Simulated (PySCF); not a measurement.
# Potential energy of BCl⁺ along the bond

Set-up: PySCF, no relativity, basis sets B def2-TZVP, Cl def2-TZVP. Energies in eV from B⁺ + Cl in their ground configurations at the same level. State: ²Σ⁺ (doublet), unpaired electrons σ ↑.

```json
{"R (Å)": "1.376", "PBE0": "-2.789"}
{"R (Å)": "1.440", "PBE0": "-3.623"}
{"R (Å)": "1.504", "PBE0": "-4.085"}
{"R (Å)": "1.552", "PBE0": "-4.248"}
{"R (Å)": "1.600", "PBE0": "-4.292"}
{"R (Å)": "1.648", "PBE0": "-4.242"}
{"R (Å)": "1.712", "PBE0": "-4.068"}
{"R (Å)": "1.792", "PBE0": "-3.732"}
{"R (Å)": "1.888", "PBE0": "-3.231"}
{"R (Å)": "2.016", "PBE0": "-2.513"}
```

**Question.** Put a parabola through the three lowest points of the PBE0 curve and estimate Re, k and ωe (reduced mass 8.373 u; 1 eV/Å² = 0.16022 mdyn/Å; ωe = 1302.8·√(k/μ) cm⁻¹).

**Answer.** Through R = 1.552, 1.6, 1.648 Å the second-order coefficient is 20.4 eV/Å², so Re ≈ 1.598 Å, k ≈ 6.54 mdyn/Å and ωe ≈ 1151 cm⁻¹. A polynomial fit of higher order to the unrounded PBE0 energies gives Re = 1.596 Å, k = 6.57 mdyn/Å, ωe = 1154 cm⁻¹; anharmonicity and rounding make the difference.

The higher-order fit for each curve: PBE0: Re = 1.596 Å, ωe = 1154 cm⁻¹, De = 4.29 eV.

For an ion De counts to the pair picked by the measured ionisation energies or electron affinities, which need not be the lowest pair at this level. The state is the lowest determinant that a PBE0 search found; another state may lie lower at other levels.
